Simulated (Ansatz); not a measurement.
# BH4P: vertical energies of changing the electron count from a Python script

What does it cost to change the electron count of BH4P? The task is vertical energies of changing the electron count, for BH4P. SMILES: BP.

Computed with the Python package of Ansatz 0.2.0. Level of theory: CCSD(T)/aug-cc-pVDZ.

## 1. The structure

Bond lengths: B1–P2 1.929 Å, B1–H3 1.181 Å, B1–H4 1.181 Å, P2–H5 1.453 Å, P2–H6 1.453 Å. Angles: B1–P2–H5 93.9°, B1–P2–H6 93.7°, H5–P2–H6 94.9°, P2–B1–H3 119.9°, P2–B1–H4 120.1°, H3–B1–H4 120.0°.

The script holds or builds the structure itself.

## 2. The code

bh4p.py

```python
# -*- coding: utf-8 -*-
"""Vertical ionisation energy and electron affinity of BH4P."""

import ansatz as az


def total_energy(molecule, charge=0, unpaired=0):
    calc = (
        molecule.calculation()
        .basis(gaussian="aug-cc-pVDZ")
        .correlation("ccsd_t")
    )
    if charge:
        calc = calc.charge(charge)
    if unpaired:
        calc = calc.spin("collinear", total=unpaired)
    report = calc.run(threads=1, pin="off").report
    if report["published_state_doubts"]:
        print("  doubts:", report["published_state_doubts"])
    return report["free_energy_ev"]


def main():
    bh4p = (
        az.Crystal.molecule()
        .atom("B", [-0.8611, -0.003, -0.0633])
        .atom("P", [0.9719, 0.1312, -0.6482])
        .atom("H", [-1.5925, 0.9141, -0.2008])
        .atom("H", [-1.2521, -0.9994, 0.4362])
        .atom("H", [1.3863, -1.0746, 0.0482])
        .atom("H", [1.3475, 1.0318, 0.4279])
    )

    # delta-SCF style differences, no relaxation
    parent = total_energy(bh4p, 0, 0)
    cation = total_energy(bh4p, 1, 1)
    print(f"E(N)   = {parent:.5f} eV")
    print(f"E(N-1) = {cation:.5f} eV  (1 unpaired)")
    print(f"vertical ionisation energy {cation - parent:.3f} eV")
    anion = total_energy(bh4p, -1, 1)
    print(f"E(N+1) = {anion:.5f} eV  (1 unpaired)")
    print(f"vertical electron affinity {parent - anion:.3f} eV" + ("" if anion < parent else " (unbound in this basis)"))
    print(f"fundamental gap IP - EA = {cation + anion - 2 * parent:.3f} eV")


if __name__ == "__main__":
    main()
```

## 3. What the engine is handed

The engine receives this input (first run):

```yaml
crystal:
  periodic: [false, false, false]
  atoms:
    - { symbol: B, position_ang: [-0.8611, -0.003, -0.0633] }
    - { symbol: P, position_ang: [0.9719, 0.1312, -0.6482] }
    - { symbol: H, position_ang: [-1.5925, 0.9141, -0.2008] }
    - { symbol: H, position_ang: [-1.2521, -0.9994, 0.4362] }
    - { symbol: H, position_ang: [1.3863, -1.0746, 0.0482] }
    - { symbol: H, position_ang: [1.3475, 1.0318, 0.4279] }
basis:
  gaussian:
    orbitals: aug-cc-pVDZ
correlation:
  method: ccsd_t
```

## 4. The run

Command:

```bash
$ python bh4p.py
```

**Question.** What does it cost to change the electron count at this fixed geometry?

As calculated:

| quantity | value |
| --- | --- |
| vertical ionisation energy | 9.939 eV |
| vertical electron affinity | 0.004 eV |
| runs compared | 3 |

**Reading.** The ionisation energy is a difference of two total energies at the neutral geometry. The anion lies below the neutral molecule at this geometry. At this unrelaxed geometry removing an electron costs 9.94 eV and adding one releases 0.00 eV. The geometry is a force-field or estimated start, not a minimum of this method, and the basis set is short of its limit. All parts are taken at fixed geometry, without zero-point energy. At an unrelaxed start these energies can be a whole eV from those at the minimum, and a small affinity can change sign.
